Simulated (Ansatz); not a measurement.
# GeH2⁻, quartet: the ladder up to full CI

Geometry: that of the GeH2⁻, doublet, kept fixed. The doublet lies 3.1 eV lower here.

```yaml
atoms:
  - { symbol: Ge, position_ang: [0.0000, -0.0307, 0.0000] }
  - { symbol: H, position_ang: [0.0000, 1.1080, -1.1584] }
  - { symbol: H, position_ang: [0.0000, 1.1080, 1.1584] }
```

Basis aug-cc-pVDZ; Ansatz 0.2.0. Only valence electrons are correlated (noble-gas cores and the filled d shells of p-block atoms frozen), which leaves 7 electrons in 40 orbitals. R marks a restricted (for open shells ROHF) determinant, U an unrestricted one. Active spaces: valence = (7e, 6o) chosen from the atoms' valence shells. No spin–orbit coupling is included, and no scalar relativity. This anion state lies near or above the neutral species, so the extra electron is weakly bound or unbound and the energies hang on the diffuse functions.

Full CI is exact within this basis and frozen core; it isn't the basis-set limit. The frozen core follows each run's orbitals, which can shift R against U totals by a few meV for light atoms and by up to 0.1 eV past Ca.

For open shells CISD and CISDTQ are restricted-active-space CI with the open shells as a complete middle space.

The UHF ⟨S²⟩ is 3.756. The T1 diagnostic (RCCSD) is 0.0481 and the largest doubles amplitude (RCCSD) is 0.041.

```csv
level,E − E(full CI) (mEh),share of correlation (%),wall time
RHF,111.40,0.00,–
RMP2,29.15,73.83,–
CISD,8.15,92.68,5.5 s
RCCSD,4.35,96.09,–
RCCSD(T),1.07,99.04,15 s
BCCD(T),1.05,99.05,15 s
RCCSDT,0.09,99.92,–
CISDTQ,0.17,99.84,13 s (H100)
RCCSDT(Q),-0.01,100.01,32 s
RCCSDTQ,-0.03,100.03,13 s (H100)
CASSCF (valence space),99.43,10.75,–
NEVPT2 (valence space),29.91,73.15,5.5 s
MRCISD (valence space),7.18,93.55,–
MRCISD+Q (valence space),0.41,99.63,6 s
```

The correlation energy at full CI, counted from RHF, is -3.031 eV. That run took 75 s on 5 threads of AMD EPYC 7R13 with a whole H100 80 GB, shared host over 128,292,798 determinants.

Run but not shown, since their state or frozen core can't be matched to the reference's or they repeat it: UHF, UMP2, UCCSD, UCCSD(T), UCCSDT, UCCSDT(Q), UCCSDTQ.

Times hold each run's SCF and search for its determinant on a shared host, so for small cases they say little of a method's own cost; rows without a card ran on 1 thread of AMD EPYC 7R13.

The full-CI state has the irrep B1 of C2v, in the program's axes.

Natural occupations of full CI about the gap: 1.949 1.923 0.995 0.981 0.981 0.038 0.032 0.013 0.012 0.011; effectively unpaired electrons, Σ n²(2−n)², 3.04.
